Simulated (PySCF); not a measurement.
# C6H14 (2,2-dimethylbutane): the cost of one run

Computed with PySCF 2.14.0, with density-fitted response routines of our own, on a single molecule in the gas phase. Atoms count from 0, in the outputs and in this text.

**1. The starting structure**

20 atoms, charge 0, multiplicity 1; geometry from: MMFF94s. The atoms were then displaced at random by about 0.03 Å, so the start is not that level's minimum.

Bonds of the start (Å): C0–C1 1.62, C1–C2 1.58, C2–C3 1.44, C2–C4 1.53, C2–C5 1.57, C0–H6 1.11, C0–H7 1.00, C0–H8 1.03, C1–H9 1.10, C1–H10 1.07, C3–H11 1.07, C3–H12 1.26, C3–H13 1.08, C4–H14 1.07, C4–H15 1.11, C4–H16 1.09, C5–H17 1.10, C5–H18 1.06, C5–H19 1.16.

**2. Optimising the geometry at PBE0-D3(BJ)/def2-SVP**

The job: settings as JSON, then the geometry in Å.

```
{"job": {"xc": "PBE0", "basis": "def2-SVP", "d3": "d3bj", "grid": 1, "shake": 0.03, "kind": "geom"}, "charge": 0, "multiplicity": 1}
C      2.160950    -0.605860     0.088460
C      0.968010     0.148660    -0.706290
C     -0.480000     0.114900    -0.070070
C     -1.303580     0.872500    -0.978720
C     -0.918760    -1.345120     0.096450
C     -0.424620     0.834880     1.318500
H      2.279440    -0.080510     1.059560
H      1.944450    -1.579150     0.194720
H      3.037020    -0.424370    -0.416360
H      1.272120     1.200470    -0.828380
H      0.905350    -0.303110    -1.670400
H     -1.083240     1.912100    -1.090220
H     -2.501590     0.898530    -0.579850
H     -1.502030     0.402330    -1.935100
H     -0.898850    -1.898850    -0.823300
H     -0.299250    -1.836610     0.869440
H     -1.936410    -1.316080     0.490940
H      0.175510     0.299460     2.070530
H     -0.032070     1.818780     1.252930
H     -1.500040     0.901200     1.756510
```

Launch:

```console
$ OMP_NUM_THREADS=1 python probes_run.py task.json out
```

This one command runs all jobs of the session in turn.

Q: Estimate the wall time and peak memory of this first job on 1 thread of Arm Neoverse V1, shared host.

About 87 s, with a peak of 0.67 GiB.
